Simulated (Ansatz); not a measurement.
A run of Ansatz (development build ahead of 0.2.0) on singlet H5O2(+) at this shape:

```xyz
7

H     0.0000    0.0000   -0.0248
O     1.1917    0.0423    0.0327
O    -1.1917   -0.0423    0.0327
H     1.6054    0.8024    0.4713
H    -1.6054   -0.8024    0.4713
H     1.7350   -0.2354   -0.7208
H    -1.7350    0.2354   -0.7208
```

Its results:

```
Converged                       : yes
Reference energy                : -152.44648 hartree
Correlation energy              : -0.51177 hartree
Total energy                    : -152.95825 hartree
Spin squared of the determinant : 0.000
```

Question: Which input gives this output? Name the method, the orbitals and the basis set, and write the input.

Answer: RHF-MP2 in def2-TZVP. An unrestricted run that stays on the closed shell gives the same numbers.

```yaml
crystal:
  periodic: [false, false, false]
  atoms:
    - { symbol: H, position_ang: [0.0, 0.0, -0.0248] }
    - { symbol: O, position_ang: [1.19168, 0.0423, 0.03274] }
    - { symbol: O, position_ang: [-1.19168, -0.0423, 0.03274] }
    - { symbol: H, position_ang: [1.60535, 0.80241, 0.47133] }
    - { symbol: H, position_ang: [-1.60535, -0.80241, 0.47133] }
    - { symbol: H, position_ang: [1.73503, -0.23541, -0.72084] }
    - { symbol: H, position_ang: [-1.73503, 0.23541, -0.72084] }
basis:
  gaussian: { orbitals: def2-TZVP }
total_charge: 1
hamiltonian:
  xc: hf
correlation:
  method: mp2
  frozen_orbitals: { H: 0, O: 1 }
```
